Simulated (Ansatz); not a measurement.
Reaction (SMILES): F[C]=C → 2 C atom + F atom + 2 H atom
B3LYP-D3(BJ)/def2-TZVP geometries, fixed; electronic energies without zero-point terms.

Energies in hartree at PBE0 with Ansatz (a first-principles code); the atomisation energy is their sum with the coefficients shown, times 627.509 kcal/mol a hartree. All functions are spherical. The program fits the integrals of some runs and decomposes those of others, by size. Open shells are unrestricted. No added dispersion term, no relativity.

```json
[
 {"species": "C=[C]F", "coefficient": "-1", "part": "PBE0", "cc-pVDZ": "-176.95706", "cc-pVTZ": "-177.01425", "cc-pVQZ": "-177.02880"},
 {"species": "C atom", "coefficient": "+2", "part": "PBE0", "cc-pVDZ": "-37.79901", "cc-pVTZ": "-37.80444", "cc-pVQZ": "-37.80643"},
 {"species": "F atom", "coefficient": "+1", "part": "PBE0", "cc-pVDZ": "-99.63567", "cc-pVTZ": "-99.66904", "cc-pVQZ": "-99.67838"},
 {"species": "H atom", "coefficient": "+2", "part": "PBE0", "cc-pVDZ": "-0.50029", "cc-pVTZ": "-0.50104", "cc-pVQZ": "-0.50123"}
]
```

Problem. Predict the atomisation energy in cc-pV5Z (X = 5): let each PBE0 step shrink by the ratio of the last two. Compare with the run.

Solution. 
- C=[C]F: steps -0.05719 and -0.01455, ratio 0.254, so PBE0 -177.03250 (run: -177.03336).
- C atom: steps -0.00543 and -0.00199, ratio 0.366, so PBE0 -37.80716 (run: -37.80724).
- F atom: steps -0.03337 and -0.00934, ratio 0.280, so PBE0 -99.68100 (run: -99.68144).
- H atom: steps -0.00075 and -0.00019, ratio 0.253, so PBE0 -0.50128 (run: -0.50131).
Predicted 460.98 kcal/mol; the run in cc-pV5Z gives 461.11, a miss of -0.13. Keeping the value in cc-pVQZ, 461.28, would miss by 0.18. All sums are of the energies as printed.
